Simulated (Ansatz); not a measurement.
**AlNH (quartet): the correlation ladder, def2-QZVPP**

An exercise on one series of results from a longer session: the logs are not shown, and one member is left open.

Computed with Ansatz 0.2.0, Gaussian basis. Level: def2-QZVPP, core rule «outside noble gas», up to 6 orbitals frozen.

The runs, in order: UHF; ROHF; CCSD(T) on UHF.

2 further runs of the same task are left out: 2 set aside as unsound or not needed.

### What is computed

The geometry is a PBE0/def2-TZVP stationary point (not a proven minimum) of the parent state, kept for this charge and spin.

3 atoms, charge 0, spin multiplicity 4.

Atoms are counted from 1 here; the program's logs count them from 0.

Bond lengths: Al1–N2 1.737 Å, N2–H3 1.016 Å. Angles: Al1–N2–H3 130.8°.

The first run:

File in.yaml:

```yaml
crystal:
  periodic: [false, false, false]
  atoms:
    - {symbol: Al, position_ang: [0.000000, 0.032676, 0.636525]}
    - {symbol: N, position_ang: [0.000000, -0.106661, -1.095305]}
    - {symbol: H, position_ang: [0.000000, 0.607486, -1.818390]}
basis:
  gaussian: {orbitals: "def2-QZVPP.json"}
magnetization: {spin_polarized: true, initial_magnetization: 3}
hamiltonian: {xc: hf}
output: {orbitals: {seedname: orbitals}}
```

Run with:

```bash
$ ansatz run in.yaml --threads 1 --pin off --events-out ev --progress --plain --max-ram 3968MiB --backend cpu
```

Steps of the session up to this table: UHF; ROHF; CCSD(T) on UHF.

One of the session's tables, all rows but one given; the rest of the session is left out.

| method | from UCCSD(T) (kJ/mol) |
| --- | --- |
| ROHF | +647.5 |
| UHF | +632.5 |
| UMP2 | ? |
| UCCSD | +24.5 |
| UCCSD(T) | 0 |

Estimate the missing values for UMP2.

As computed: from UCCSD(T) (kJ/mol): +68.6. In the column «from UCCSD(T) (kJ/mol)» it lies between UCCSD (+24.5) and UHF (+632.5).
